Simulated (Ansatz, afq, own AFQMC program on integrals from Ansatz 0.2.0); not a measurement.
Integrals from Ansatz 0.2.0, then the random walk in our own AFQMC program (afq).

```yaml
crystal:
  periodic: [false, false, false]
  atoms:
    - {symbol: Cl, position_ang: [0.000000, 0.000000, -1.225333]}
    - {symbol: H, position_ang: [0.000000, 0.000000, 0.136667]}
    - {symbol: H, position_ang: [0.000000, 0.000000, 1.088667]}
basis:
  gaussian: {orbitals: cc-pVTZ}
magnetization: {spin_polarized: true, initial_magnetization: 1}
correlation: {method: ccsd_t, electrons: outside_noble_gas, hamiltonian_folder: ham}
```

```sh
$ ansatz run in.yaml --threads 1 --pin off --events-out ev --progress --plain --max-ram 16896MiB --backend cuda --devices 0, --max-vram 18GiB
```

afq runs on the folder ham with

```
--method phaseless --trial hf --walkers 4000 --populations 20 --least-time 40 --time-step 0.005 --steps-per-block 20 --equilibration-blocks 112 --max-blocks 4000 --target-error 0.0009000 --factor-cut 1e-05 --start spin_pure --seed 415 --taylor-order 6
```

Times are imaginary, in 1/Eh. The walk had a cap of 77 s. With eight or more populations the least sampling time is a fifth of least-time, and the error comes from their spread.

```
orbitals 57  electrons 5 4  factors 342 of 350
reference energy -460.58207527 Eh
CCSD correlation -0.23553219 Eh in 10 cycles, weight of the determinant in the CISD state 0.9094
energy of the start -460.582873 Eh
 block  time / (1/Eh)  mean weight  energy / Eh
     1     0.100  1.0011  -460.644837
     2     0.200  1.0014  -460.687386
     3     0.300  1.0017  -460.718109
     4     0.400  1.0017  -460.740941
     5     0.500  1.0015  -460.758858
    10     1.000  1.0000  -460.802369
    29     2.900  0.9999  -460.828616
    33     3.300  0.9998  -460.821310
    49     4.900  0.9996  -460.827488
    69     6.900  0.9998  -460.825789
    73     7.300  0.9999  -460.833056
    89     8.900  0.9999  -460.830756
   109    10.900  0.9998  -460.825488
   129    12.900  1.0001  -460.830532
   149    14.900  0.9998  -460.824099
   169    16.900  0.9997  -460.829530
   189    18.900  1.0000  -460.827445
error from the spread of 20 populations
energy -460.827784 +/- 0.000458 Eh
(rows thinned)
```

Question: Estimate how long the walk took on 1 × NVIDIA H100 80GB HBM3 with 2 threads of AMD EPYC 7R13 Processor (Zen 3), on a shared host (the card was shared).

Answer: 30 s of wall time.

The run passed its tests (sampling time, drift between the halves within three errors, error under three times the target), which doesn't prove that it has relaxed.

Against this walk (error 12.5 meV) on the same determinant: CCSD(T) 47.2 meV higher, CCSDT(Q) 20.2 meV higher (within the noise), a separate phaseless walk with a CISD trial and standard settings 25.2 ± 12.8 meV higher (within the noise). The error is statistical and leaves out the bias of the constraint.

Cautions: constraint bias not in the error.

CCSDT and higher add their correlation energy to the determinant of the CCSD(T) run, since their own runs factorise the integrals more tightly (a shift of under 2 meV). A walk keeps the symmetry of its determinant, which the program's search chose and which needn't be the lowest solution, so a lower state of the same spin and another symmetry isn't excluded.
